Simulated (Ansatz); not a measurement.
Born–Oppenheimer molecular dynamics of BClH₄ (6 atoms, charge 0, multiplicity 1). It starts at the highest image of a converged band, a first-order saddle point between two minima.

Level of theory: RKS PBE0/def2-SVP in Ansatz 0.2.0.

```yaml
ensemble: NVE (velocity Verlet)
time_step: 0.5 fs
steps_asked: 200
starting_velocities_drawn_for: 100 K
seed: 5048
```

First frame:

```xyz
6
Properties=species:S:1:pos:R:3
B -0.017 -0.124 0.103
H -0.032 0.303 1.288
H 1.022 0.107 -0.453
H -1.101 -0.091 -0.412
Cl 0.189 -2.189 0.754
H 0.067 -0.930 1.409
```

Task: How far do the bonds stretch over the last three quarters of this one trajectory? (Pairs bonded in most of those frames.)

Result: 
```csv
bond,mean (Å),spread (Å),shortest,longest
B1–H2,1.212,0.015,1.19,1.24
B1–H3,1.208,0.020,1.18,1.24
B1–H4,1.209,0.029,1.16,1.25
Cl5–H6,1.294,0.022,1.26,1.33
```

Pairs bonded in part of these frames only: B1–Cl5 11 %.

Mean temperature of the second half: 222 K. The conserved energy stayed within 0.11 meV per atom of its start (net change 0.038 meV per atom), so the integration is sound. The kinetic energy rose, since the run started high on the potential surface and went downhill. It ends in pieces (BH3 + ClH), so much of that is their flight and rotation, not heat. A run of 0.1 ps of so small a system gives no equilibrium averages. The orbitals stay closed-shell, which can raise the energy where a bond breaks towards radicals; this wasn't checked here.

The run took 3.5 min on 1 thread of Arm Neoverse V1, on a shared host, peak memory 0.092 GiB.
